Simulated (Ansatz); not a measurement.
Steps of a relaxation of C$_{3}$H$_{4}$S (`C=C1CS1`) with RKS PBE-D4/def2-SVP.

```sh
$ ansatz run in.yaml --threads 2 --pin off --events-out ev --progress --plain --max-ram 4352MiB
```

```yaml
crystal:
  periodic: [false, false, false]
  atoms:
    - {symbol: C, position_ang: [-0.497700, 1.213300, -0.181000]}
    - {symbol: C, position_ang: [-0.150300, 0.004600, -0.236100]}
    - {symbol: C, position_ang: [0.537300, -1.019300, 0.385800]}
    - {symbol: S, position_ang: [-0.181500, -1.312600, -1.206300]}
    - {symbol: H, position_ang: [-1.148400, 1.671700, -1.007100]}
    - {symbol: H, position_ang: [-0.282400, 1.916600, 0.637800]}
    - {symbol: H, position_ang: [1.673100, -1.011500, 0.334100]}
    - {symbol: H, position_ang: [0.142200, -1.519900, 1.217100]}
basis:
  gaussian: {orbitals: def2-SVP}
hamiltonian: {xc: pbe, dispersion: d4}
relax: {f_tol: 0.03, max_steps: 200}
```

Positions (Å) and forces (eV/Å) along the path, 7 of 7 steps:

```xyz
8
step=1 energy=-13994.8571 eV
C    -0.498    1.213   -0.181   -2.815    6.537   -0.782
C    -0.150    0.005   -0.236    0.221   -0.168    0.251
C     0.537   -1.019    0.386    4.270   -1.304    0.635
S    -0.181   -1.313   -1.206   -0.933   -3.273   -3.250
H    -1.148    1.672   -1.007    0.819   -0.515    0.837
H    -0.282    1.917    0.638    0.142   -0.242    0.175
H     1.673   -1.012    0.334   -0.834    0.058    0.380
H     0.142   -1.520    1.217   -0.870   -1.093    1.755
8
step=2 energy=-13995.4797 eV
C    -0.538    1.268   -0.189   -0.684    1.368   -0.488
C    -0.155    0.002   -0.256   -0.266    1.505    0.542
C     0.572   -1.056    0.375    1.575   -0.380    0.694
S    -0.214   -1.373   -1.221   -0.393   -1.650   -1.652
H    -1.122    1.732   -1.019    0.200   -0.285    0.314
H    -0.311    1.946    0.648    0.158   -0.236    0.127
H     1.688   -1.007    0.357   -0.297   -0.052    0.050
H     0.172   -1.570    1.249   -0.295   -0.270    0.413
8
step=3 energy=-13995.5953 eV
C    -0.534    1.303   -0.211   -0.228   -0.001   -0.054
C    -0.142    0.024   -0.276   -0.012    0.447    0.354
C     0.589   -1.058    0.380    0.202    0.053    0.253
S    -0.203   -1.406   -1.249   -0.112   -0.411   -0.414
H    -1.180    1.735   -0.991    0.099    0.001   -0.042
H    -0.286    1.947    0.648    0.087   -0.126    0.025
H     1.694   -1.028    0.385    0.025   -0.024   -0.049
H     0.154   -1.574    1.258   -0.060    0.061   -0.074
8
step=4 energy=-13995.6016 eV
C    -0.577    1.295   -0.191    0.111    0.058   -0.280
C    -0.164    0.023   -0.265    0.117   -0.085    0.127
C     0.597   -1.052    0.383   -0.187    0.081    0.047
S    -0.210   -1.424   -1.252   -0.001    0.043    0.019
H    -1.135    1.759   -1.023   -0.038   -0.082    0.175
H    -0.285    1.932    0.659   -0.027   -0.070    0.018
H     1.701   -1.021    0.370    0.022    0.036   -0.021
H     0.165   -1.568    1.263    0.003    0.019   -0.085
8
step=5 energy=-13995.6082 eV
C    -0.553    1.300   -0.204   -0.088    0.028   -0.130
C    -0.151    0.026   -0.271    0.063   -0.036    0.085
C     0.595   -1.050    0.384   -0.039    0.057    0.011
S    -0.207   -1.423   -1.253   -0.005    0.010   -0.005
H    -1.161    1.749   -1.007    0.055   -0.034    0.085
H    -0.284    1.928    0.660    0.022   -0.042   -0.002
H     1.700   -1.026    0.376    0.001    0.006   -0.013
H     0.153   -1.562    1.260   -0.008    0.011   -0.032
8
step=6 energy=-13995.6089 eV
C    -0.553    1.300   -0.205   -0.048    0.013   -0.062
C    -0.150    0.026   -0.271    0.030   -0.025    0.041
C     0.594   -1.048    0.384   -0.010    0.026    0.000
S    -0.206   -1.423   -1.254   -0.004    0.008    0.001
H    -1.164    1.748   -1.004    0.024   -0.007    0.030
H    -0.280    1.925    0.659    0.012   -0.021    0.005
H     1.700   -1.023    0.377   -0.001    0.000   -0.005
H     0.150   -1.561    1.258   -0.003    0.006   -0.011
8
step=7 energy=-13995.6090 eV
C    -0.554    1.299   -0.207   -0.003   -0.004   -0.003
C    -0.150    0.026   -0.271    0.002   -0.003    0.000
C     0.594   -1.047    0.385   -0.001    0.000   -0.003
S    -0.206   -1.423   -1.253    0.001    0.003    0.004
H    -1.163    1.749   -1.003   -0.004    0.007   -0.004
H    -0.278    1.920    0.659    0.003   -0.001    0.003
H     1.700   -1.022    0.377    0.000   -0.001    0.001
H     0.149   -1.559    1.258    0.001   -0.001    0.002
```

Run time 7.5 s (2 threads of an Arm Neoverse V2 on a shared host); peak host memory 0.11 GiB.
